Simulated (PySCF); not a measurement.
# B3LYP/STO-3G run of S2F2 (Thio-thionyl fluoride)

What is the energy change on altering one bond length of S2F2 (Thio-thionyl fluoride) at B3LYP/STO-3G? Input form: a Python script.

The calculation is run with PySCF 2.14.0.

8 further runs of the same task are left out: 8 set aside as unsound or not needed.

## Step 1: The system as given

S2F2 has 4 atoms, charge 0, and is taken as a singlet. As SMILES, `FS(F)=S`. The shape is that of a GFN2-xTB optimisation.

Bond lengths: F1–S2 1.681 Å, S2–F3 1.682 Å, S2–S4 1.873 Å. Angles: F1–S2–F3 90.0°, F1–S2–S4 108.4°, F3–S2–S4 108.4°.

## Step 2: The energy at B3LYP/STO-3G

Contents of geometry.xyz:

```xyz
4
F2S2
F      0.766610     0.341640     1.237090
S     -0.514710    -0.073220     0.231030
F      0.333030    -1.428520    -0.291570
S     -0.584940     1.160090    -1.176550
```

Contents of input.py:

```python
# Thio-thionyl fluoride
from pyscf import gto, dft

mol = gto.Mole()
mol.atom = 'geometry.xyz'
mol.verbose = 3
mol.max_memory = 1860
mol.basis = 'sto-3g'
mol.charge = 0
mol.build()

mf = dft.RKS(mol)
mf.xc = 'b3lyp'
mf.grids.level = 5
mf.conv_tol = 1e-10
mf.kernel()
if not mf.converged:
    mf = mf.newton().run(mf.mo_coeff, mf.mo_occ)

e_final = mf.e_tot
print(f'total energy: {e_final:.8f} hartree')
```

Command:

```bash
OMP_NUM_THREADS=1 python input.py
```

Log:

```text
converged SCF energy = -984.179940230632
total energy: -984.17994023 hartree
```

Wall time 4.2 s (1 thread of Arm Neoverse V1, shared host); peak memory 0.23 GiB.

## Step 3: The distorted shape, same level

Contents of job.py:

```python
from pyscf import gto, dft

mol = gto.M(
    atom=[
    ('F', (1.407249, 0.549063, 1.740104)),
    ('S', (-0.514710, -0.073220, 0.231030)),
    ('F', (0.333030, -1.428520, -0.291570)),
    ('S', (-0.584940, 1.160090, -1.176550)),
],
    max_memory=1860,
    spin=0,
    basis='sto-3g',
    verbose=3,
)

mf = dft.RKS(mol, xc='b3lyp')
mf.conv_tol = 1e-10
mf.grids.level = 5
mf.kernel()
if not mf.converged:
    mf = mf.newton().run(mf.mo_coeff, mf.mo_occ)

e_tot = mf.e_tot
print('Final energy', e_tot)
```

Command:

```bash
OMP_NUM_THREADS=1 python job.py
```

Log:

```text
converged SCF energy = -984.109156750274
Final energy -984.1091567502742
```

Run time: 9 s. Hardware: 1 thread of Arm Neoverse V1, shared host; peak memory 0.23 GiB.

## Step 4: Outcome

Level: B3LYP/STO-3G.

| quantity | value |
| --- | --- |
| first shape: total energy | -984.17994 Eh |
| first shape: dipole moment | 1.42 D |
| first shape: HOMO energy | -2.71 eV |
| first shape: LUMO energy | 2.44 eV |
| first shape: HOMO–LUMO gap | 5.14 eV |
| distorted shape: total energy | -984.10916 Eh |
| distorted shape: dipole moment | 1.64 D |
| distorted shape: HOMO energy | -2.97 eV |
| distorted shape: LUMO energy | -0.68 eV |
| distorted shape: HOMO–LUMO gap | 2.29 eV |
| energy change with the F1–S2 bond stretched from 1.681 to 2.522 Å | 1.926 eV |

In words: One bond (distorted shape) is far stretched, which a spin-restricted single reference describes badly; a broken-symmetry solution may lie lower. With the F1–S2 bond stretched from 1.681 to 2.522 Å the energy rises by 1.93 eV (44 kcal/mol). The first shape isn't relaxed at this level, so the change isn't measured from a minimum. A restricted reference can't describe the breaking bond well at this length. The minimal basis adds a large error of its own. Mulliken charges (distorted shape) run from -0.15 on F1 to +0.33 on S2; they depend strongly on the basis.
